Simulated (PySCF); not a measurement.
Basis-set dependence of LiN⁺ at PBE0

PySCF, UKS reference; quartet, unpaired electrons σ ↑, π ↑↑; De to Li⁺ + N without counterpoise correction.

| basis | relativity | functions | Re (Å) | ωe (cm⁻¹) | De (eV) | μ (D) |
| --- | --- | --- | --- | --- | --- | --- |
| STO-3G | no relativity | 10 | 2.075 | 413 | 0.94 | -5.36 |
| def2-SVP | no relativity | 23 | 2.242 | 260 | 0.26 | -6.29 |
| cc-pVDZ | no relativity | 28 | 2.319 | 249 | 0.28 | -6.53 |

Q: How does each smaller set differ from the one with most functions, cc-pVDZ?

A: STO-3G: -24.4 pm, +65.9 % in ωe, +0.66 eV in De; def2-SVP: -7.7 pm, +4.4 % in ωe, -0.02 eV in De. All at PBE0; the set with most functions is neither the basis-set limit nor always the best.

A positive dipole points towards N; it is taken about the centre of mass and depends on that origin. The bond is weak. Basis-set superposition, not corrected here, can be much of De in a small basis, most of all at correlated wavefunction levels. For an ion De counts to the pair picked by the measured ionisation energies or electron affinities, which need not be the lowest pair at this level. STO-3G is very small, so such numbers show the basis as much as the molecule. The state is the lowest determinant that a PBE0 search found; another state may lie lower at other levels.
